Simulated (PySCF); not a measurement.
# Level sweep

Species: ClH₃Si.
SMILES: `[SiH3]Cl`

PySCF, dipoles from the SCF density, polarisabilities from static response with core orbitals frozen. Geometry: PBE0-D3(BJ)/def2-SVP; no solvent, vibrations or thermal averaging.

Reference dipole: 1.310 D (measured, gas; NIST CCCBDB Release 22 (SRD 101), experimental dipoles). Reference dipole: 1.365 D (computed, CCSD(T)/CBS, all electrons, equilibrium geometry, gas; Hait, Head-Gordon, J. Chem. Theory Comput. 14 (2018) 1969). Errors are taken against the first value of each kind. The anisotropy is √(½[(α1 − α2)² + (α2 − α3)² + (α3 − α1)²]).

| level | μ (D) | error (%) | α (au) | anisotropy (au) |
| --- | --- | --- | --- | --- |
| LDA/def2-SVPD | 1.362 | +3.9 | 44.92 | 11.18 |
| PBE/def2-SVPD | 1.313 | +0.2 | 44.03 | 11.14 |
| B3LYP/def2-SVPD | 1.383 | +5.6 | 42.84 | 10.48 |
| PBE0/def2-SVPD | 1.405 | +7.2 | 42.50 | 10.43 |
| BHandHLYP/def2-SVPD | 1.473 | +12.4 | 41.31 | 9.78 |
| CAM-B3LYP/def2-SVPD | 1.447 | +10.5 | 42.33 | 10.10 |
| wB97X-D/def2-SVPD | 1.443 | +10.2 | 42.16 | 10.14 |
| LC-wPBE/def2-SVPD | 1.492 | +13.9 | 41.42 | 9.84 |
| HF/def2-SVPD | 1.548 | +18.1 | 39.69 | 8.84 |
| PBE0/6-31G* | 1.743 | +33.1 | 30.20 | 11.02 |
| PBE0/6-31+G* | 1.733 | +32.3 | 33.60 | 10.90 |
| PBE0/def2-SVP | 1.388 | +5.9 | 32.36 | 9.08 |
| PBE0/aug-cc-pVDZ | 1.414 | +8.0 | 42.55 | 11.09 |
| PBE0/def2-TZVP | 1.281 | -2.2 | 38.02 | 11.03 |
| PBE0/def2-TZVPD | 1.303 | -0.5 | 42.96 | 10.71 |
| PBE0/aug-cc-pVTZ | 1.343 | +2.5 | 43.05 | 10.76 |

For the dipole, the smallest error is 0.2% (PBE/def2-SVPD) and the largest 33.1% (PBE0/6-31G*). The dipole runs from 1.28 D (PBE0/def2-TZVP) to 1.74 D (PBE0/6-31G*). No reference polarisability is at hand; against PBE0 in the largest diffuse basis at hand (aug-cc-pVTZ) the other PBE0 rows deviate by 6-31G* -30%, 6-31+G* -22%, def2-SVP -25%, def2-SVPD -1%, aug-cc-pVDZ -1%, def2-TZVP -12%, def2-TZVPD 0%. In one basis (def2-SVPD) the functionals order the polarisability from HF (lowest) to LDA (highest), a spread of 13%. With PBE0 the polarisability is 33.53 au without diffuse functions (mean of 6-31G*, def2-SVP and def2-TZVP) and 40.93 au with them (mean of 6-31+G*, def2-SVPD, aug-cc-pVDZ, def2-TZVPD and aug-cc-pVTZ). Measured values can belong to vibrating molecules; the computed ones are for one fixed geometry.

Without π bonds the low states are Rydberg-like; a valence basis with one diffuse set may place them up to an eV too high.
